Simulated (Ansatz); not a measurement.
**P₂H+ (triplet): the correlation ladder, 6-31G**

How much of the correlation energy of P₂H+ (triplet) does each wave-function method recover here?

Method: 6-31G, core rule «outside noble gas», up to 10 orbitals frozen; program: Ansatz 0.2.0, Gaussian basis.

The runs, in order: UHF; CCSD(T) on ROHF; CCSD(T) on UHF; BCCD(T) on ROHF; CISD; CCSDT(Q) on ROHF; CCSDT(Q) on UHF; CCSDTQ on ROHF; CCSDTQ on UHF; CASSCF and MRCISD+Q, 10 electrons in 9 orbitals; CASSCF and MRCISD+Q(relaxed), 10 electrons in 9 orbitals; CASSCF and NEVPT2, 10 electrons in 9 orbitals; Full CI.

3 further runs of the same task are left out: 3 set aside as unsound or not needed.

**1. What is computed**

The geometry is a PBE0/def2-TZVP stationary point (not a proven minimum) of the parent state, kept for this charge and spin.

3 atoms, charge 1, spin multiplicity 3.

Atoms are counted from 1 here; the program's logs count them from 0.

Bond lengths: P1–P2 1.991 Å, P1–H3 1.433 Å. Angles: P2–P1–H3 97.2°.

Geometry (Å):

```
P     0.0000   -0.0767    0.9739
P     0.0000    0.0334   -1.0140
H     0.0000    1.3332    1.2319
```

**2. UHF**

The input, in.yaml:

```yaml
crystal:
  periodic: [false, false, false]
  atoms:
    - {symbol: P, position_ang: [0.000000, -0.076741, 0.973875]}
    - {symbol: P, position_ang: [0.000000, 0.033358, -1.013963]}
    - {symbol: H, position_ang: [0.000000, 1.333150, 1.231888]}
basis:
  gaussian: {orbitals: 6-31G}
total_charge: 1
magnetization: {spin_polarized: true, initial_magnetization: 2}
hamiltonian: {xc: hf}
output: {orbitals: {seedname: orbitals}}
```

Launch:

```console
> ansatz run in.yaml --threads 1 --pin off --events-out ev --progress --plain --max-ram 4096MiB --backend cpu
```

After this run come: CCSD(T) on ROHF; CCSD(T) on UHF; BCCD(T) on ROHF; CISD; CCSDT(Q) on ROHF; CCSDT(Q) on UHF; CCSDTQ on ROHF; CCSDTQ on UHF; CASSCF and MRCISD+Q, 10 electrons in 9 orbitals; CASSCF and MRCISD+Q(relaxed), 10 electrons in 9 orbitals; CASSCF and NEVPT2, 10 electrons in 9 orbitals; Full CI.

**Question.** What will the summary of the whole plan be? Wanted: FCI below the RHF energy; RMP2 from FCI; UMP2 from FCI; RCCSD from FCI; RCCSD(T) from FCI; UCCSD(T) from FCI; RCCSDT(Q) from FCI; UCCSDT(Q) from FCI; NEVPT2 valence from FCI.

The runs gave:

| quantity | value |
| --- | --- |
| FCI below the RHF energy | -3.4437 eV |
| RMP2 from FCI | +86.2 kJ/mol |
| UMP2 from FCI | +123.1 kJ/mol |
| RCCSD from FCI | +17.4 kJ/mol |
| RCCSD(T) from FCI | +5.4 kJ/mol |
| UCCSD(T) from FCI | +6.8 kJ/mol |
| RCCSDT(Q) from FCI | +0.3 kJ/mol |
| UCCSDT(Q) from FCI | +0.8 kJ/mol |
| NEVPT2 valence from FCI | +23.2 kJ/mol |
| MRCISD+Q valence from FCI | +0.8 kJ/mol |
| MRCISD+Q(relaxed) valence from FCI | +0.1 kJ/mol |
| levels within 1 kcal/mol (43 meV) | RCCSDT, UCCSDT, RCCSDT(Q), UCCSDT(Q), RCCSDTQ, UCCSDTQ, MRCISD valence, MRCISD+Q valence, MRCISD+Q(relaxed) valence |
| T1 diagnostic | 0.053 |
| effectively unpaired electrons | 2.27 |

What this shows: RCCSD(T) lands +5.4 kJ/mol from the yardstick (1.6 % of the correlation energy). The occupations show some static correlation. Of the multireference levels listed MRCISD+Q(relaxed) valence comes nearest in total energy (+0.1 kJ/mol), which doesn't show that its space is the better one. Coupled cluster took another determinant than the lowest Hartree-Fock one. These misses are within one basis, not against nature; the frozen cores of restricted and unrestricted runs differ, which can shift their rows.
